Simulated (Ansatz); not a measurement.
Bulk modulus of trigonal Se at several levels of theory

No measured value is used here.

```json
[
 {"level (code)": "LDA (Ansatz)", "value (GPa)": "32.8", "cell (Å³/atom)": "23.01"},
 {"level (code)": "PBE (Ansatz)", "value (GPa)": "4.5", "cell (Å³/atom)": "29.85"},
 {"level (code)": "PBEsol (Ansatz)", "value (GPa)": "22.6", "cell (Å³/atom)": "24.11"},
 {"level (code)": "r²SCAN (Ansatz)", "value (GPa)": "8.7", "cell (Å³/atom)": "29.26"}
]
```

LDA, PBE, PBEsol, r²SCAN: the cell comes from a level without a dispersion term, which matters for the spacing of layers, chains or molecules. Each level is taken at its own relaxed cell. Cutoffs differ between the levels. Ansatz's density-functional and Hartree–Fock values are scalar-relativistic unless marked +SOC, with PAW data made under PBE.

Ansatz is a first-principles code.
